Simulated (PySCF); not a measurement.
Level of theory and proton affinities: methyleneamidogen anion

Structure: `C=[N-]` ([CH2N]-). Non-hydrogen atoms are numbered in `[CH2:1]=[N-:2]`.

All levels share the PBE0-D3(BJ)/ma-def2-SVP structures and the PBE0-D3(BJ)/ma-def2-SVP thermal terms; only the single-point energies (PySCF) change. Values are proton affinities (298 K, kJ/mol).

```tsv
level	N2	abs. error	time
BLYP-D3(BJ)/ma-def2-TZVP	1603	28.1	3 s
PBE-D3(BJ)/ma-def2-TZVP	1607	23.6	3 s
BP86-D3(BJ)/ma-def2-TZVP	1608	22.9	3.1 s
ωB97M-D3(BJ)/ma-def2-TZVP (grid 3)	1618	12.8	3.7 s
PBE0-D3(BJ)/6-31+G*	1620	10.7	0.87 s
CAM-B3LYP-D3(BJ)/ma-def2-TZVP	1620	10.4	1.8 s
TPSS-D3(BJ)/ma-def2-TZVP (grid 3)	1624	6.5	5.4 s
PBE0-D3(BJ)/aug-cc-pVDZ	1626	4.9	1.2 s
PBE0-D3(BJ)/ma-def2-SVP	1626	4.9	0.92 s
HSE06/ma-def2-TZVP	1627	4.0	3.6 s
PBE0-D3(BJ)/ma-def2-TZVP	1629	1.7	–
PBE0-D3(BJ)/6-311+G**	1630	1.1	1.1 s
PBE0-D3(BJ)/aug-cc-pVTZ	1630	0.8	3.1 s
PBE0-D3(BJ)/6-311++G(2d,2p)	1630	0.4	1.4 s
TPSSh-D3(BJ)/ma-def2-TZVP (grid 3)	1631	0.2	3.9 s
PBE0-D3(BJ)/jun-cc-pV(T+d)Z	1631	0.8	2.2 s
OPBE/ma-def2-TZVP	1634	3.4	3 s
PBE0-D3(BJ)/def2-QZVPPD	1635	4.2	5.3 s
B97-2/ma-def2-TZVP	1637	6.1	1.4 s
PBE0-D3(BJ)/def2-QZVP	1638	7.2	4.4 s
PBE0-D3(BJ)/pcseg-2	1640	9.1	1.7 s
LC-ωPBE/ma-def2-TZVP	1642	11.4	3.3 s
PBE0-D3(BJ)/def2-TZVP	1646	15.5	1.3 s
PBE0-D3(BJ)/def2-SVPD	1647	16.6	1.1 s
PBE0-D3(BJ)/def2-TZVPP	1648	17.7	1.7 s
PBE0-D3(BJ)/pcseg-1	1658	27.2	0.83 s
PBE0-D3(BJ)/cc-pVTZ	1660	29.0	1.7 s
PBE0-D3(BJ)/def2-SV(P)	1665	34.8	0.78 s
PBE0-D3(BJ)/6-31G	1672	40.9	0.69 s
PBE0-D3(BJ)/def2-SVP	1682	51.0	0.85 s
PBE0-D3(BJ)/cc-pVDZ	1687	56.3	0.86 s
ATcT 1.112	1631
```

Times are wall times for all single points of a level on 1 thread of Intel Xeon @ 2.80GHz, a shared host; the dash marks the run that also made the structures. BLYP, BP86, HSE06, LC-ωPBE, OPBE, PBE, TPSS ran on a slower path of this set-up, which computes the density-fitting integrals anew in every SCF cycle while the other levels store them. So the times needn't show the usual order of cost, and those levels read slower than they are.

The spread: 84 kJ/mol, from 1603 to 1687.
